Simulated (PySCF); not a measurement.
Ionisation energies (eV) were calculated with PySCF 2.14 by PBE, UHF, LDA, in another order, as differences of total energies without spin-orbit coupling. The measured values are between term centres (NIST).

```json
{"species": "Ne (def2-TZVPPD, non-relativistic)", "measured": "21.597", "A": "19.677", "B": "22.186", "C": "21.662"}
{"species": "S (def2-TZVPPD, non-relativistic)", "measured": "10.336", "A": "9.233", "B": "10.568", "C": "10.435"}
{"species": "Pd (def2-TZVPPD with the def2 core potential (28 electrons), ECP)", "measured": "8.512", "A": "6.225", "B": "9.162", "C": "8.690"}
{"species": "Cd (def2-TZVPPD with the def2 core potential (28 electrons), ECP)", "measured": "8.994", "A": "7.338", "B": "9.486", "C": "9.109"}
{"species": "In (def2-TZVPPD with the def2 core potential (28 electrons), ECP)", "measured": "5.603", "A": "5.216", "B": "5.710", "C": "5.584"}
{"species": "In+ (def2-TZVPPD with the def2 core potential (28 electrons), ECP)", "measured": "18.870", "A": "17.010", "B": "19.507", "C": "19.059"}
{"species": "Sb (def2-TZVPPD with the def2 core potential (28 electrons), ECP)", "measured": "9.124", "A": "8.581", "B": "9.118", "C": "8.960"}
{"species": "I+ (def2-TZVPPD with the def2 core potential (28 electrons), ECP)", "measured": "18.750", "A": "17.684", "B": "19.032", "C": "18.727"}
```

Question: Which column is which method?

Answer: A is UHF (mean error -1.35 eV); B is LDA (mean error 0.37 eV); C is PBE (mean error 0.05 eV). Hartree-Fock lacks the correlation of the electron removed and comes out lowest. LDA overbinds the outer electron and comes out highest. PBE, with gradient corrections, lies close to experiment on average, with errors of both signs.
